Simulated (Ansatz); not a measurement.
I need a ranking of conformers of C₃H₂F₂O, SMILES O=CC(F)=CF. Use Ansatz 0.2.0, Python API. Use (for the species named): Hartree-Fock, cc-pVDZ basis, multiplicity 1.

`c3h2f2o.py`
```python
'''Rank force-field conformers of C3H2F2O by single points.'''

import ansatz as az
from rdkit import Chem
from rdkit.Chem import AllChem

rd = Chem.AddHs(Chem.MolFromSmiles('O=CC(F)=CF'))
ids = list(AllChem.EmbedMultipleConfs(rd, numConfs=20, randomSeed=885, pruneRmsThresh=0.4))
field = [energy for _, energy in AllChem.MMFFOptimizeMoleculeConfs(rd)]
distinct = {round(e, 2): i for i, e in zip(ids, field)}
chosen = sorted(distinct.items())[:3]
found = []
for force_field, index in chosen:
    system = az.Crystal.molecule()
    for atom, xyz in zip(rd.GetAtoms(), rd.GetConformer(index).GetPositions()):
        system = system.atom(atom.GetSymbol(), xyz.round(5).tolist())
    model = (
        system.calculation()
        .basis(gaussian='cc-pVDZ')
        .functional('hf')
    )
    found.append(model.run().report['free_energy_ev'])
print('conformer   MMFF (kcal/mol)   this level (eV)')
for (force_field, index), e in zip(chosen, found):
    print(f'{index:9d} {force_field - chosen[0][0]:17.2f} {(e - min(found)):17.3f}')
```

`python c3h2f2o.py` gives:
```text
conformer   MMFF (kcal/mol)   this level (eV)
        0              0.00             0.000
        3              0.66             0.073
        1              3.09             0.094
```

The conformers keep their force-field geometries. Finished in 3.3 s on 1 thread of Arm Neoverse V1, on a shared host, peak memory 0.27 GiB.
